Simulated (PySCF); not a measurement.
# CHFO (formyl fluoride): the cost of one run

Computed with PySCF 2.14.0, with density-fitted response routines of our own, on a single molecule in the gas phase. Atoms are numbered from 0 throughout.

### Step 1. The starting structure

4 atoms, charge 0, multiplicity 1; geometry from: GFN2-xTB. The atoms were then displaced at random by about 0.01 Å, so the start is not that level's minimum.

Bonds of the start (Å): O0–C1 1.17, C1–F2 1.33, C1–H3 1.10.

### Step 2. Optimising the geometry at PBE0-D3(BJ)/def2-SVP

What the job is given:

```
{"job": {"xc": "PBE0", "basis": "def2-SVP", "d3": "d3bj", "grid": 1, "shake": 0.01, "kind": "geom"}, "charge": 0, "multiplicity": 1}
O     -0.864260    -0.879610     0.002820
C     -0.094470     0.000730    -0.007740
F      1.209620    -0.240990    -0.015830
H     -0.212900     1.094500    -0.012260
```

Launch:

```
OMP_NUM_THREADS=1 python probes_run.py task.json out
```

This one command runs all jobs of the session in turn.

Q: Estimate the wall time and peak memory of this first job on 1 thread of Arm Neoverse V2, shared host.

About 2.9 s, with a peak of 0.25 GiB.
